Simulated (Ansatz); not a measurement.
Calculated with Ansatz (gas phase, PBE0-D4/def2-TZVP geometries, no zero-point term in ΔE). CCSD(T)/CBS is the MP2 limit (def2-TZVPP, def2-QZVPP) plus CCSD(T) − MP2 in def2-TZVPP, frozen cores. This one scheme is used for every species. Functionals use def2-TZVPP. B3LYP here is the variant with VWN-RPA as its local correlation; programs differ in this. Each species was taken in one conformer, which may not be the lowest.

`COC(C)F` → `COC` + `[CH]F`  (formal loss of a carbene)

Task: Is it downhill or uphill in electronic energy at CCSD(T)/CBS, and by how much? (Estimate.)

Result: The calculation gave: Uphill: ΔE = +434.8 kJ/mol.

Task: What do these levels give: LDA (SPW92), revPBE, B3LYP, HF/def2-SVP, CCSD(T)/def2-SVP, HF/def2-QZVPP? (Best estimate.)

Result: The calculation gave: LDA (SPW92) 507.9, revPBE 413.9, B3LYP 420.4, HF/def2-SVP 409.0, CCSD(T)/def2-SVP 437.9, HF/def2-QZVPP 388.6 kJ/mol.

Largest T1 diagnostic among the species: 0.018.

At CCSD(T), def2-SVP lies +3.0 kJ/mol from the extrapolated value and def2-TZVPP −5.9 kJ/mol. Leaving LDA and LC-ωPBE aside and taking each functional with its dispersion term where it has one, the values, not all of them listed here, spread over 47.8 kJ/mol, from BLYP-D4 to r2SCAN0-D4. LDA lies +66.6 kJ/mol from PBE without D4.
